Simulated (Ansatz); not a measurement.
Molybdenum (bcc) across density functionals

All rows: Ansatz, plane waves with scalar-relativistic PAW, 420 eV (500 eV for the SCAN forms), relaxed under each functional, no dispersion correction, no zero-point motion. B₀ comes from uniform scaling at fixed shape; a dash is a value not given.

The measured cell (COD entry 9008543) has a = 3.147 Å, 15.59 Å³/atom.

| functional | V (Å³/atom) | cell | B₀ (GPa) | magnetic state |
| --- | --- | --- | --- | --- |
| PBE | 15.82 | a = 3.163 Å | 259 | spin not included |
| r²SCAN | 15.67 | a = 3.153 Å | 272 | spin not included |
| PBEsol | 15.36 | a = 3.132 Å | 280 | spin not included |
| LDA | 15.09 | a = 3.113 Å | 291 | spin not included |
| RPBE | 16.03 | a = 3.177 Å | 249 | spin not included |
| BLYP | 16.43 | a = 3.203 Å | 233 | spin not included |

Q: What does revPBE give?

A: V (Å³/atom): 15.97; cell: a = 3.173 Å; B₀ (GPa): 252; magnetic state: spin not included.

Q: Which functional comes closest to the measured volume?

A: r²SCAN, off by 0.5 %. The measured value holds thermal expansion and zero-point motion, which the calculations lack.
